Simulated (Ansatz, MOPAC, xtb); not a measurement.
**SiF2 (SMILES F[Si]F): the zero-point energy at each level's own minimum, rung by rung**

SiF2, singlet, SMILES `F[Si]F`. Each level relaxes the structure for itself.

Each level gives the zero-point energy at each level's own minimum (kJ/mol). The values are calculated.

```
                          level            kind  program  value (kJ/mol)
                            PM3  semi-empirical    MOPAC            12.6
                         PM7-HH  semi-empirical    MOPAC            12.0
                       GFN1-xTB  semi-empirical      xtb            10.5
                       GFN2-xTB  semi-empirical      xtb            11.4
                      HF/STO-3G    Hartree–Fock   Ansatz            14.5
                       HF/3-21G    Hartree–Fock   Ansatz            13.8
HF/6-31G* (Cartesian functions)    Hartree–Fock   Ansatz            13.5
                   PBE/def2-SVP             GGA   Ansatz            11.9
                   BLYP/cc-pVTZ             GGA   Ansatz            11.4
           PBE-D3(BJ)/def2-TZVP             GGA   Ansatz            11.6
```

Harmonic and unscaled. The values span 10.5 to 14.5 kJ/mol.
